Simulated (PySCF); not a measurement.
C3H10N (charge +1).
SMILES: `CC[NH2+]C`

Theory: TDDFT wB97X-D/def2-SVPD, vertical, gas phase, core orbitals frozen in the response in PySCF 2.14.0, density-fitted response routines. Isolated species at its GFN2-xTB geometry (one conformer only). Torsions of this conformer, `[CH3:1][CH2:2][NH2+:3][CH3:4]`: C1–C2–N3–C4 180°.

Each state is given a Gaussian of 0.4 eV full width at half maximum, with ε(max) = 2.175×10⁸ f / Δν̃ (Δν̃ the width in cm⁻¹). The width is an assumption, not a result. The curve ends short of the highest state used, and states not computed would add to its high-energy end.

```tsv
λ (nm)	ε (L mol⁻¹ cm⁻¹)
114.3	1613
114.9	1102
115.5	989
116.1	1194
116.7	1614
117.3	2123
117.9	2578
118.5	2854
119.1	2874
119.7	2638
120.2	2293
120.8	1792
121.4	1292
122.0	871
122.6	567
123.2	383
123.8	299
124.4	287
125.0	316
125.6	359
126.2	394
126.8	408
127.4	394
128.0	355
128.6	298
129.2	234
129.8	172
130.4	119
131.0	77
131.6	47
132.2	27
132.8	15
133.4	7
133.9	4
134.5	2
135.1	1
```

**Question.** Where are the band maxima, and which computed states make them?

**Answer.** 127 nm (9.78 eV), ε about 410, made up of S1 (100%); 119 nm (10.43 eV), ε about 2900, made up of S2 (12%) and S3 (88%) (ε in L mol⁻¹ cm⁻¹; maxima over ε = 5, shares over 10%). At its high-energy end, 10.85 eV, the curve is still rising (ε about 1600, from S4 and S5). The states used: S1 9.77 eV (f 0.0060); S2 10.37 eV (f 0.0053); S3 10.44 eV (f 0.038); S4 11.07 eV (f 0.025); S5 11.19 eV (f 0.080); S6 11.27 eV (f 0.021); S7 11.30 eV (f 0.0048); S8 11.45 eV (f 0.097).

**Question.** What would ε be at 10.43 eV, the highest of these maxima, with half the width (0.2 eV)?

**Answer.** About 5670 L mol⁻¹ cm⁻¹ against 2900, a factor of about 1.96; a lone state at its own centre would give exactly 2.

**Question.** Does any computed singlet lie in the visible range?

**Answer.** No computed singlet lies in the visible range (380 to 750 nm); the lowest, at 127 nm, stands 6.51 eV above its violet end (3.26 eV).

**Question.** Coming from long wavelengths, where does ε first pass 100 L mol⁻¹ cm⁻¹?

**Answer.** At about 131 nm (9.49 eV), 0.28 eV below S1.
